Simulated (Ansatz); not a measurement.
```yaml
crystal:
  periodic: [false, false, false]
  atoms:
    - {symbol: O, position_ang: [0.092749, -1.929342, 1.010826]}
    - {symbol: C, position_ang: [-0.293595, -0.904427, 0.568208]}
    - {symbol: C, position_ang: [0.958844, 0.008566, -0.375103]}
    - {symbol: C, position_ang: [-0.577998, 0.555915, 0.098333]}
    - {symbol: H, position_ang: [1.424714, 0.766749, -1.157118]}
    - {symbol: H, position_ang: [-1.373519, 1.455620, 0.132051]}
basis:
  gaussian: {orbitals: def2-mTZVPP}
magnetization: {spin_polarized: true, initial_magnetization: 0}
hamiltonian: {xc: {name: TPSS}}
scf: {lower_state_search: full}
```

```sh
$ ansatz run in.yaml --threads 2 --pin off --events-out ev --progress --plain --max-ram 32768MiB --backend cpu
```

(1) How does Ansatz answer? (Estimate.)

Answers

(1) Computed: The program refused the input.
```
Error: YAML parse error: error: line 13 column 19: hamiltonian.xc: no functional is named "TPSS"; the names, which are not case-sensitive, are SVWN5, SPW92, PBE, PBE0, PBEsol, revPBE, revPBE0, RPBE, rPW86-PBE, HSE06, wPBEh, LC-wPBE, HISS, HF, BLYP, B3LYP, B3LYP5, BHLYP, CAM-B3LYP, r2SCAN, r2SCANh, r2SCAN0, r2SCAN50, m-r2SCAN, B97, wB97, wB97X, wB97X-V, B97M-V, wB97M-V, B2PLYP, B2GP-PLYP, PBE0-DH, PBE-QIDH
11 |   gaussian: {orbitals: def2-mTZVPP}
12 | magnetization: {spin_polarized: true, initial_magnetization: 0}
13 | hamiltonian: {xc: {name: TPSS}}
14 | scf: {lower_state_search: full}
```

HSE06 is defined as in plane-wave codes.
